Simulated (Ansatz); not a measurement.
**C₂H₂ (singlet): from Hartree-Fock to the top rungs, 6-31G***

The task here is to estimate one member of a computed series from the others.

The runs use Ansatz 0.2.0, Gaussian basis; 6-31G*, core rule «outside noble gas», up to 2 orbitals frozen.

To be run: UHF; CCSD(T) on RHF; BCCD(T) on RHF; CISD; CCSDT(Q) on RHF; CISDTQ; CCSDTQ on RHF; CASSCF and MRCISD+Q, 10 electrons in 10 orbitals; CASSCF and NEVPT2, 10 electrons in 10 orbitals.

11 further runs of the same task are left out: 1 that didn't finish, 10 set aside as unsound or not needed.

## The geometry

The geometry is an MP2(full)/6-31G* stationary point (not a proven minimum).

4 atoms, charge 0, spin multiplicity 1.

Atoms are counted from 1 here; the program's logs count them from 0.

Bond lengths: C1–C2 1.216 Å, C1–H4 1.066 Å, C2–H3 1.066 Å. Angles: C2–C1–H4 180.0°, C1–C2–H3 180.0°.

Set-up of the first run:

File in.yaml:

```yaml
crystal:
  periodic: [false, false, false]
  atoms:
    - {symbol: C, position_ang: [0.000000, 0.000000, 0.608080]}
    - {symbol: C, position_ang: [0.000000, 0.000000, -0.608080]}
    - {symbol: H, position_ang: [0.000000, 0.000000, -1.673990]}
    - {symbol: H, position_ang: [0.000000, 0.000000, 1.673990]}
basis:
  gaussian: {orbitals: "6-31G*"}
magnetization: {spin_polarized: true, initial_magnetization: 0}
hamiltonian: {xc: hf}
output: {orbitals: {seedname: orbitals}}
```

The run is started by

```
> ansatz run in.yaml --threads 1 --pin off --events-out ev --progress --plain --max-ram 8192MiB --backend cpu
```

Steps of the session up to this table: UHF; CCSD(T) on RHF; BCCD(T) on RHF; CISD; CCSDT(Q) on RHF; CISDTQ; CCSDTQ on RHF; CASSCF and MRCISD+Q, 10 electrons in 10 orbitals; CASSCF and NEVPT2, 10 electrons in 10 orbitals.

One of the session's tables, all rows but one given; the rest of the session is left out.

It belongs to the step «Misses and costs». 

```
          method  from RCCSDTQ (kJ/mol)
             RHF                 +733.2
            RMP2                  +73.7
            CISD                  +83.1
           RCCSD                  +32.7
        RCCSD(T)                   +3.1
         BCCD(T)                   +3.1
          RCCSDT                   +2.2
          CISDTQ                   +5.1
       RCCSDT(Q)                   -0.3
         RCCSDTQ                      0
  CASSCF valence                 +335.9
  NEVPT2 valence                  +64.4
  MRCISD valence                  +14.3
MRCISD+Q valence                      ?
```

Q: Estimate the row for MRCISD+Q valence from the others.

As computed: from RCCSDTQ (kJ/mol): +1.6. In the column «from RCCSDTQ (kJ/mol)» it lies between RCCSDTQ (0) and RCCSDT (+2.2).
